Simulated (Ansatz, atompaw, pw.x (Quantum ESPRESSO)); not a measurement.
## Equation-of-state test of one PAW (atompaw) potential (tungsten (W))

- Element: W
- Generator: atompaw 4.2.0.5
- Type: PAW
- Functional: LDA (PW92)
- Relativity: scalar-relativistic
- Frozen core: [Kr] 4d10 4f14
- Valence charge: 14
- Reference configuration: 5s2 5p6 5d5 6s1 6p0
- Partial waves: 5s (bound): rc 1.30 bohr; 6s (bound): rc 1.64 bohr; 5p (bound): rc 1.75 bohr; 6p (bound, empty): rc 1.80 bohr; 5d (bound): rc 2.50 bohr; 5d channel at 1.7 Ry: rc 2.50 bohr
- Local potential: bessel scheme, radius 2.30 bohr
- Core correction: smooth core density matched at 1.40 bohr
- Augmentation charge: sinc compensation charge, radius 2.35 bohr; PAW radius 2.50 bohr; waves and projectors: custom rrkj vanderbiltortho

Atomic tests: cutoffs needed: 30 Ry and 50 Ry (the cutoffs (Ry, on a coarse ladder) from which the occupation-weighted sum of valence levels, in a spherical-Bessel basis at the reference potential, stays within 10 and 1 mRy of its value at 400 Ry); ghost test: no extra level below or beside the all-electron valence levels (s, p, d, f tested) (spherical-Bessel basis up to 400 Ry, 20 bohr box); lowest eigenvalue of the overlap operator: 0.18 (p channel).

Crystal test: bcc W in pw.x 7.5, no spin, 15³ k-points, Fermi–Dirac smearing 0.01 Ry, cutoffs 60/600 Ry. The reference is all-electron LAPW (Ansatz 0.2.0) with the same functional, mesh and smearing; V0 and B0 come from Birch–Murnaghan fits to the pressures at five volumes. Errors are pseudo minus all-electron; Δ is the rms difference of the E(V) curves that follow from these fits, minima aligned, over ±6 % about the mean V0. Mesh and smearing are coarse, so the numbers serve the comparison and aren't converged zero-temperature values; the lattice is a test structure that the element need not adopt.

```tsv
V (Å³/atom)	P all-electron (GPa)	P pseudo (GPa)
14.659	18.54	21.41
15.044	8.50	10.96
15.430	-0.34	1.77
15.816	-8.12	-6.31
16.201	-14.96	-13.39
```

All-electron: a0 = 3.136 Å (V0 = 15.41 Å³/atom), B0 = 332.7 GPa.

Pseudopotential: mean pressure error (GPa): +2.17; a0 (Å): 3.142; a0 error (%): +0.21; B0 error (%): +1.2; Δ (meV/atom): 7.2.

Q: At the middle volume, how do free energy and pressure move when the wave cutoff is lowered (ecutrho held at 600 Ry)?

A:

```json
{"cutoff (Ry)": "27", "shift of F (meV/atom)": "+428.1", "shift of P (GPa)": "-14.27"}
{"cutoff (Ry)": "36", "shift of F (meV/atom)": "+78.0", "shift of P (GPa)": "-2.86"}
{"cutoff (Ry)": "48", "shift of F (meV/atom)": "+7.5", "shift of P (GPa)": "-0.11"}
```

Input at the middle volume:

```
&control
  calculation='scf', prefix='x', pseudo_dir='./', outdir='./tmp', tstress=.true., disk_io='none'
/
&system
  ibrav=0, nat=1, ntyp=1, ecutwfc=60, ecutrho=600, nbnd=15,
  occupations='smearing', smearing='fd', degauss=0.01
/
&electrons
  conv_thr=1e-09, mixing_beta=0.4, electron_maxstep=70
/
ATOMIC_SPECIES
W 1.0 W.UPF
CELL_PARAMETERS angstrom
  -1.56832228 1.56832228 1.56832228
  1.56832228 -1.56832228 1.56832228
  1.56832228 1.56832228 -1.56832228
ATOMIC_POSITIONS crystal
W 0.0000 0.0000 0.0000
K_POINTS automatic
15 15 15 0 0 0
```

```bash
pw.x < W.scf.in > W.scf.out
```

Lines of the output:

```
Message from routine setup:
     using ibrav=0 with symmetry is DISCOURAGED, use correct ibrav instead
     lattice parameter (alat)  =       5.1333  a.u.
     unit-cell volume          =     104.1268 (a.u.)^3
     number of electrons       =        14.00
     number of Kohn-Sham states=           15
     kinetic-energy cutoff     =      60.0000  Ry
     charge density cutoff     =     600.0000  Ry
     scf convergence threshold =      1.0E-09
     Exchange-correlation= SLA PW NOGX NOGC
     number of k points=   120  Fermi-Dirac smearing, width (Ry)=  0.0100
     iteration #  1     ecut=    60.00 Ry     beta= 0.40
     total energy              =    -741.50949765 Ry
     estimated scf accuracy    <       0.08313618 Ry
     iteration #  2     ecut=    60.00 Ry     beta= 0.40
     total energy              =    -741.51151239 Ry
     estimated scf accuracy    <       0.01842764 Ry
     iteration #  3     ecut=    60.00 Ry     beta= 0.40
     total energy              =    -741.51543244 Ry
     estimated scf accuracy    <       0.00587596 Ry
     iteration #  4     ecut=    60.00 Ry     beta= 0.40
     total energy              =    -741.51518561 Ry
     estimated scf accuracy    <       0.00425200 Ry
     iteration #  5     ecut=    60.00 Ry     beta= 0.40
     total energy              =    -741.51540980 Ry
     estimated scf accuracy    <       0.00000151 Ry
     iteration #  6     ecut=    60.00 Ry     beta= 0.40
     c_bands:  1 eigenvalues not converged
     total energy              =    -741.51543998 Ry
     estimated scf accuracy    <       0.00000404 Ry
     iteration #  7     ecut=    60.00 Ry     beta= 0.40
     total energy              =    -741.51544006 Ry
     estimated scf accuracy    <       0.00000489 Ry
     iteration #  8     ecut=    60.00 Ry     beta= 0.40
     total energy              =    -741.51544058 Ry
     estimated scf accuracy    <       0.00000117 Ry
     iteration #  9     ecut=    60.00 Ry     beta= 0.40
     total energy              =    -741.51544047 Ry
     estimated scf accuracy    <       0.00000184 Ry
     iteration # 10     ecut=    60.00 Ry     beta= 0.40
     total energy              =    -741.51544023 Ry
     estimated scf accuracy    <       0.00000136 Ry
     iteration # 11     ecut=    60.00 Ry     beta= 0.40
     total energy              =    -741.51544011 Ry
     estimated scf accuracy    <       0.00000042 Ry
     iteration # 12     ecut=    60.00 Ry     beta= 0.40
     total energy              =    -741.51544012 Ry
     estimated scf accuracy    <       0.00000032 Ry
     iteration # 13     ecut=    60.00 Ry     beta= 0.40
     total energy              =    -741.51544017 Ry
     estimated scf accuracy    <       0.00000008 Ry
     iteration # 14     ecut=    60.00 Ry     beta= 0.40
     total energy              =    -741.51544016 Ry
     estimated scf accuracy    <       0.00000005 Ry
     iteration # 15     ecut=    60.00 Ry     beta= 0.40
     total energy              =    -741.51544016 Ry
     estimated scf accuracy    <       0.00000001 Ry
     iteration # 16     ecut=    60.00 Ry     beta= 0.40
     the Fermi energy is    21.3614 ev
!    total energy              =    -741.51544016 Ry
     estimated scf accuracy    <          6.0E-12 Ry
     smearing contrib. (-TS)   =      -0.00225954 Ry
     The total energy is F=E-TS. E is the sum of the following terms:
     one-electron contribution =      -7.93727390 Ry
     hartree contribution      =      23.35964329 Ry
     xc contribution           =     -22.23722773 Ry
     ewald contribution        =    -120.33772921 Ry
     one-center paw contrib.   =    -614.36059307 Ry
     convergence has been achieved in  16 iterations
          total   stress  (Ry/bohr**3)                   (kbar)     P=       17.75
     Message from routine punch:
     Nothing written, as per user request (disk_io='none')
```

The run at the middle volume (120 k-points, 16 iterations) took about 36 s on one core of a shared host (Intel(R) Xeon(R) Platinum 8488C, 96 threads, 372 GiB, load 69).
